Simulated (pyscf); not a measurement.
Single points on ωB97X-D3(BJ)/def2-SVP structures (PySCF, gas phase). MP2 and CC: frozen core, UHF for open shells. ΔMP2 is the change of the MP2 total energy from the triple- to the quadruple-zeta basis.

Problem. What are the homolytic bond dissociation enthalpies (298 K) of HO–GeH₃ at CCSD(T)/def2-TZVPP + ΔMP2(QZVPP), weakest first?

Solution. Ge–H to HO–GeH₂• + H•: 3.71 eV; Ge–O to OH• + GeH₃•: 4.42 eV; H–O to •O–GeH₃ + H•: 5.08 eV. Ring and multiple bonds, and those that leave no two simple radicals, are not listed. •O–GeH₃ lies 1.43 eV over its isomer HO–GeH₂•, and others may lie lower still (electronic energy, ωB97M-D3(BJ)). Other isomers of HO–GeH₂• were not searched in full and may lie lower. The CCSD(T) − MP2 part came from Ansatz, without density fitting, on the same reference. The frozen core leaves the outer d or s,p core shells of the metals and heavy elements correlated in the MP2 and CC values, and def2-TZVPP describes them poorly, which can shift differences by a few kcal/mol. Left out: the spin-orbit lowering of OH. Elements up to Kr have no core potential and no relativistic terms here.
